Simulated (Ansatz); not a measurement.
## Ansatz (development build ahead of 0.2.0) run

```yaml
crystal:
  periodic: [false, false, false]
  atoms:
    - { symbol: C, position_ang: [0.0, 0.0, 0.0] }
    - { symbol: O, position_ang: [0.0, 0.0, 1.338] }
basis:
  gaussian: { orbitals: "6-31G" }
total_charge: 1
magnetization:
  spin_polarized: true
  initial_magnetization: 1
hamiltonian:
  xc: pbe0
scf:
  omitted_lower_state_checks: [stability, starts, atomic_configurations, cluster_reference, orbital_swaps, given_window_search, neighbouring_geometries, increment]
output:
  forces: true
```

The input is written out in the form of the current development build from the run's settings.

Output:

| Property | Result |
| --- | --- |
| Converged | yes |
| Total energy | -112.56083 hartree |
| Spin squared of the determinant | 0.841 |

Forces (eV/Å):
| atom | Fx | Fy | Fz |
| --- | --- | --- | --- |
| C1 | 0.000 | 0.000 | 11.446 |
| O2 | 0.000 | 0.000 | -11.446 |
